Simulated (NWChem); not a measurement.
System: C2H4O2, triplet; SMILES of the neutral closed-shell parent COC=O

NWChem input:

```
start job
memory heap 200 mb stack 900 mb global 1100 mb
geometry units angstroms noautosym nocenter noautoz
  C     -0.493482    -1.359606    -0.067148
  O      0.546940    -0.497949     0.357976
  C      0.586885     0.727833    -0.230279
  O     -0.229004     1.575812     0.395722
  H     -0.412315    -1.574312    -1.147845
  H     -0.386002    -2.295501     0.496888
  H     -1.485975    -0.926302     0.138487
  H      0.512196     0.774685    -1.336711
end
basis spherical
  C library def2-tzvp
  O library def2-tzvp
  H library def2-tzvp
end
dft
  odft
  mult 3
  xc xcamb88 1.00 lyp 0.81 vwn_5 0.19 hfexch 1.00
  cam 0.33 cam_alpha 0.19 cam_beta 0.46
  iterations 150
end
property
  efieldgrad
end
task dft property
```

Excerpt of the output:

```
             Northwest Computational Chemistry Package (NWChem) 7.3.0
             --------------------------------------------------------

                             Geometry "geometry" -> ""
                             -------------------------

 Output coordinates in angstroms (scale by  1.889725989 to convert to a.u.)

  No.       Tag          Charge          X              Y              Z
 ---- ---------------- ---------- -------------- -------------- --------------
    1 C                    6.0000    -0.49348200    -1.35960600    -0.06714800
    2 O                    8.0000     0.54694000    -0.49794900     0.35797600
    3 C                    6.0000     0.58688500     0.72783300    -0.23027900
    4 O                    8.0000    -0.22900400     1.57581200     0.39572200
    5 H                    1.0000    -0.41231500    -1.57431200    -1.14784500
    6 H                    1.0000    -0.38600200    -2.29550100     0.49688800
    7 H                    1.0000    -1.48597500    -0.92630200     0.13848700
    8 H                    1.0000     0.51219600     0.77468500    -1.33671100

 Effective nuclear repulsion energy (a.u.)     119.0220208917

                              NWChem Property Module
                              ----------------------

  itol2e modified to match energy
  convergence criterion.

                                 NWChem DFT Module
                                 -----------------

 Summary of "ao basis" -> "ao basis" (spherical)
 ------------------------------------------------------------------------------
       Tag                 Description            Shells   Functions and Types
 ---------------- ------------------------------  ------  ---------------------
 C                         def2-tzvp                11       31   5s3p2d1f
 O                         def2-tzvp                11       31   5s3p2d1f
 H                         def2-tzvp                 4        6   3s1p

  itol2e modified to match energy
  convergence criterion.

            General Information
            -------------------
          SCF calculation type: DFT
          Wavefunction type:  spin polarized.
          No. of atoms     :     8
          No. of electrons :    32
           Alpha electrons :    17
            Beta electrons :    15
          Charge           :     0
          Spin multiplicity:     3
          Use of symmetry is: off; symmetry adaption is: off
          Maximum number of iterations: 150
          AO basis - number of functions:   148
                     number of shells:    60
          Convergence on energy requested:  1.00D-07
          Convergence on density requested:  1.00D-05
          Convergence on gradient requested:  5.00D-04

              XC Information
              --------------
                     Hartree-Fock (Exact) Exchange  1.000
                   CAM-Becke88 Exchange Functional  1.000
                      VWN V Correlation Functional  0.190 local
              Lee-Yang-Parr Correlation Functional  0.810

           Range-Separation Parameters
           ---------------------------
           Alpha           :  0.19
           Beta            :  0.46
           Gamma           :  0.33
           Short-Range HF  :     F

             Grid Information
             ----------------
          Grid used for XC integration:  fine
          Radial quadrature: Mura-Knowles
          Angular quadrature: Lebedev.
          Tag              B.-S. Rad. Rad. Pts. Rad. Cut. Ang. Pts.
          ---              ---------- --------- --------- ---------
          C                   0.70       70          11.0       590
          O                   0.60       70          11.0       590
          H                   0.35       60          11.0       590
          Grid pruning is: on
          Number of quadrature shells:   520
          Spatial weights used:  Erf1

      Superposition of Atomic Density Guess
      -------------------------------------

 Sum of atomic energies:        -226.91050770

      Non-variational initial energy
      ------------------------------

 Total energy =    -228.429696
 1-e energy   =    -545.288536
 2-e energy   =     197.836819
 HOMO         =      -0.362871
 LUMO         =      -0.079834

   convergence    iter        energy       DeltaE   RMS-Dens  Diis-err
 ---------------- ----- ----------------- --------- --------- ---------
 d= 0,ls=0.0,diis     1   -228.6729001815 -3.48D+02  6.09D-03  3.91D-01
                                                     5.40D-03  4.02D-01
 d= 0,ls=0.0,diis     2   -228.2482540194  4.25D-01  5.10D-03  1.80D+00
                                                     3.34D-03  1.32D+00
 d= 0,ls=0.0,diis     3   -228.8778515665 -6.30D-01  8.03D-04  1.54D-02
                                                     1.02D-03  1.62D-02
 d= 0,ls=0.0,diis     4   -228.8881613722 -1.03D-02  4.71D-04  2.71D-02
                                                     3.50D-04  2.13D-02
 d= 0,ls=0.0,diis     5   -228.8977925549 -9.63D-03  4.21D-04  6.51D-03
                                                     4.53D-04  4.15D-03
  Resetting Diis
 d= 0,ls=0.0,diis     6   -228.9029150993 -5.12D-03  3.76D-04  3.44D-03
                                                     5.06D-04  2.41D-03
 d= 0,ls=0.0,diis     7   -228.9071618948 -4.25D-03  2.07D-04  8.59D-04
                                                     2.64D-04  7.37D-04
 d= 0,ls=0.0,diis     8   -228.9084227970 -1.26D-03  5.85D-05  6.05D-04
                                                     1.53D-04  9.60D-04
 d= 0,ls=0.0,diis     9   -228.9090997128 -6.77D-04  1.90D-04  2.95D-04
                                                     4.02D-04  2.83D-04
 d= 0,ls=0.0,diis    10   -228.9102907946 -1.19D-03  7.05D-05  6.01D-05
                                                     2.11D-04  1.21D-04
 d= 0,ls=0.0,diis    11   -228.9105965234 -3.06D-04  2.87D-05  2.29D-05
                                                     6.85D-05  3.83D-05
 d= 0,ls=0.0,diis    12   -228.9106827495 -8.62D-05  2.19D-05  1.90D-05
                                                     1.05D-04  2.70D-05
 d= 0,ls=0.0,diis    13   -228.9107823274 -9.96D-05  2.96D-05  1.36D-05
                                                     9.11D-05  1.71D-05
 d= 0,ls=0.0,diis    14   -228.9108404574 -5.81D-05  2.13D-05  2.77D-06
                                                     9.28D-05  6.11D-06
 d= 0,ls=0.0,diis    15   -228.9108836351 -4.32D-05  2.08D-05  3.44D-06
                                                     7.38D-05  3.36D-06
 d= 0,ls=0.0,diis    16   -228.9108988543 -1.52D-05  6.50D-06  9.46D-07
                                                     1.60D-05  8.96D-07
 d= 0,ls=0.0,diis    17   -228.9109002613 -1.41D-06  3.35D-06  1.65D-07
                                                     9.35D-06  1.30D-07
 d= 0,ls=0.0,diis    18   -228.9109005576 -2.96D-07  5.11D-07  4.57D-09
                                                     1.71D-06  4.69D-09
 d= 0,ls=0.0,diis    19   -228.9109005691 -1.15D-08  2.23D-07  1.72D-09
                                                     4.97D-07  1.39D-09

         Total DFT energy =     -228.910900569091
      One electron energy =     -547.512193776824
           Coulomb energy =      228.946597477155
    Exchange-Corr. energy =      -29.367325161121
 Nuclear repulsion energy =      119.022020891699

 Numeric. integr. density =       32.000000312613

                    DFT Final Alpha Molecular Orbital Analysis
                    ------------------------------------------

[...]

          -----------------------
          Electric field gradient
          -----------------------

 1 a.u. = 0.324123 10**(16) esu/cm**3  ( or statvolts/cm**2 ) = 0.97174 10**(22) v/m**2

 ------------------------------------------------------------
   Atom      X         Y         Z
 ------------------------------------------------------------
    1 C   -0.93255  -2.56928  -0.12689
 ------------------------------------------------------------

 Electric field gradient in molecular frame (a.u.)
         XX             YY             ZZ             XY             XZ             YZ
 ------------------------------------------------------------------------------------------
       -0.119405      -0.029113       0.148518      -0.297408      -0.128631      -0.131396

 Principal components (a.u.) and orientation
 of principal axis w.r.t. absolute frame                      Asymmetry parameter eta
 --------------------------------------------------------------------------------------
       -0.432841       0.234589       0.198252                       0.083950

        0.718499      -0.473279      -0.509673
        0.627157       0.757679       0.180544
        0.300721      -0.449365       0.841212

 ------------------------------------------------------------
   Atom      X         Y         Z
 ------------------------------------------------------------
    2 O    1.03357  -0.94099   0.67648
 ------------------------------------------------------------

 Electric field gradient in molecular frame (a.u.)
         XX             YY             ZZ             XY             XZ             YZ
 ------------------------------------------------------------------------------------------
        0.206017      -1.337489       1.131472      -1.070885      -0.658742       0.542129

 Principal components (a.u.) and orientation
 of principal axis w.r.t. absolute frame                      Asymmetry parameter eta
 --------------------------------------------------------------------------------------
       -1.897753       1.802874       0.094879                       0.900010

        0.436233      -0.535800       0.722924
        0.897429       0.317757      -0.306026
       -0.065745       0.782272       0.619458

 ------------------------------------------------------------
   Atom      X         Y         Z
 ------------------------------------------------------------
    3 C    1.10905   1.37540  -0.43516
 ------------------------------------------------------------

 Electric field gradient in molecular frame (a.u.)
         XX             YY             ZZ             XY             XZ             YZ
 ------------------------------------------------------------------------------------------
        0.188290      -0.240782       0.052491       0.187393       0.096696       0.048091

 Principal components (a.u.) and orientation
 of principal axis w.r.t. absolute frame                      Asymmetry parameter eta
 --------------------------------------------------------------------------------------
       -0.311455       0.304449       0.007007                       0.955008

       -0.345464       0.858636      -0.378681
        0.937881       0.329726      -0.107981
       -0.032145       0.392461       0.919207

 ------------------------------------------------------------
   Atom      X         Y         Z
 ------------------------------------------------------------
    4 O   -0.43275   2.97785   0.74781
 ------------------------------------------------------------

 Electric field gradient in molecular frame (a.u.)
         XX             YY             ZZ             XY             XZ             YZ
 ------------------------------------------------------------------------------------------
        1.123860      -0.514408      -0.609452       0.618953       0.823419       1.468558

 Principal components (a.u.) and orientation
 of principal axis w.r.t. absolute frame                      Asymmetry parameter eta
 --------------------------------------------------------------------------------------
        2.042333      -2.040477      -0.001856                       0.998183

        0.744277      -0.057146      -0.665422
        0.458899      -0.680135       0.571689
        0.485247       0.730856       0.479985

 ------------------------------------------------------------
   Atom      X         Y         Z
 ------------------------------------------------------------
    5 H   -0.77916  -2.97502  -2.16911
 ------------------------------------------------------------

 Electric field gradient in molecular frame (a.u.)
         XX             YY             ZZ             XY             XZ             YZ
 ------------------------------------------------------------------------------------------
        0.129027       0.119720      -0.248747      -0.006329       0.031799      -0.075710

 Principal components (a.u.) and orientation
 of principal axis w.r.t. absolute frame                      Asymmetry parameter eta
 --------------------------------------------------------------------------------------
       -0.265973       0.145435       0.120538                       0.093608

       -0.075729      -0.655755       0.751166
        0.190869       0.729866       0.656403
        0.978690      -0.193084      -0.069891

 ------------------------------------------------------------
   Atom      X         Y         Z
 ------------------------------------------------------------
    6 H   -0.72944  -4.33787   0.93898
 ------------------------------------------------------------

 Electric field gradient in molecular frame (a.u.)
         XX             YY             ZZ             XY             XZ             YZ
 ------------------------------------------------------------------------------------------
        0.131022      -0.164212       0.033190       0.026958      -0.028913       0.180984

 Principal components (a.u.) and orientation
 of principal axis w.r.t. absolute frame                      Asymmetry parameter eta
 --------------------------------------------------------------------------------------
       -0.275206       0.149064       0.126141                       0.083293

       -0.093059      -0.603773       0.791706
        0.854878       0.359177       0.374400
       -0.510416       0.711653       0.482727

 ------------------------------------------------------------
   Atom      X         Y         Z
 ------------------------------------------------------------
    7 H   -2.80809  -1.75046   0.26170
 ------------------------------------------------------------

 Electric field gradient in molecular frame (a.u.)
         XX             YY             ZZ             XY             XZ             YZ
 ------------------------------------------------------------------------------------------
       -0.193847       0.065495       0.128352       0.137637       0.065633      -0.036464

 Principal components (a.u.) and orientation
 of principal axis w.r.t. absolute frame                      Asymmetry parameter eta
 --------------------------------------------------------------------------------------
       -0.267385       0.145117       0.122267                       0.085457

        0.900725       0.023778       0.433738
       -0.392755      -0.381987       0.836558
       -0.185573       0.923862       0.334726

 ------------------------------------------------------------
   Atom      X         Y         Z
 ------------------------------------------------------------
    8 H    0.96791   1.46394  -2.52602
 ------------------------------------------------------------

 Electric field gradient in molecular frame (a.u.)
         XX             YY             ZZ             XY             XZ             YZ
 ------------------------------------------------------------------------------------------
        0.144556       0.116461      -0.261017       0.011367      -0.016643       0.017139

 Principal components (a.u.) and orientation
 of principal axis w.r.t. absolute frame                      Asymmetry parameter eta
 --------------------------------------------------------------------------------------
       -0.262515       0.148829       0.113686                       0.133871

        0.042099       0.947295      -0.317584
       -0.046400       0.319377       0.946491
        0.998035      -0.025111       0.057400
```

Level: CAM-B3LYP/def2-TZVP, spin-unrestricted. Coordinates come from a PBE0/def2-SVP, spin-unrestricted optimisation. This spin state was assumed; another may lie lower. No stability test was run on the SCF state. NWChem prints the field gradient with the sign opposite to the second derivative of the potential.
